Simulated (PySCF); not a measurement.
Simulated outer-valence photoelectron spectrum of `[H]/N=C\SC`. The calculation used EOM-IP-CCSD/aug-cc-pVDZ in PySCF, restricted Hartree–Fock reference, frozen core, non-relativistic, gas phase, PBE0-D3(BJ)/def2-SVP geometry.

Each root has a Gaussian of 0.8 eV full width with its one-hole share as area; cross sections and vibrations are left out, and the highest printed point is 100.

```tsv
ionisation energy (eV)	intensity
8.2	0
8.4	2
8.6	9
8.8	23
9.0	41
9.2	55
9.4	58
9.6	56
9.8	57
10.0	54
10.2	41
10.4	23
10.6	9
10.8	3
11.0	1
11.2	0
11.4	1
11.6	4
11.8	15
12.0	40
12.2	74
12.4	98
12.6	91
12.8	61
13.0	30
13.2	17
13.4	22
13.6	37
13.8	49
14.0	47
14.2	32
14.4	16
14.6	11
14.8	21
15.0	48
15.2	82
15.4	100
15.6	89
15.8	62
16.0	46
16.2	48
16.4	51
16.6	44
16.8	27
17.0	12
17.2	4
17.4	1
17.6	0
```

**Question.** Where are the maxima, and how many lines lie under the curve?

**Answer.** 6 maxima, at 9.4, 9.8, 12.5, 13.9, 15.4 and 16.4 eV, from 8 lines. At this width some lines have no maximum of their own.

**Question.** List the lines with their holes.

**Answer.** 
```
E (eV)  leading hole (HF orbital)  area  Koopmans (eV)
  9.24                       HOMO  0.95           9.75
  9.97                     HOMO-1  0.94          11.30
 12.44                     HOMO-3  0.95          13.32
 12.48                     HOMO-2  0.92          13.21
 13.87                     HOMO-4  0.94          15.18
 15.37                     HOMO-5  0.94          16.58
 15.46                     HOMO-6  0.94          17.00
 16.42                     HOMO-7  0.93          17.95
```

The widest gap, 2.47 eV, lies between 9.97 and 12.44 eV. Only orbitals with −ε under 21 eV, eight at most, were ionised, so the high end of the curve may lack lines.

Hardware: one thread of an x86-64 server, no GPU, on a shared host. Cost: 61 s wall.

The values belong to the conformer `[H]/[N:4]=[CH:3]\[S:2][CH3:1]`: C1–S2–C3–N4 0°.
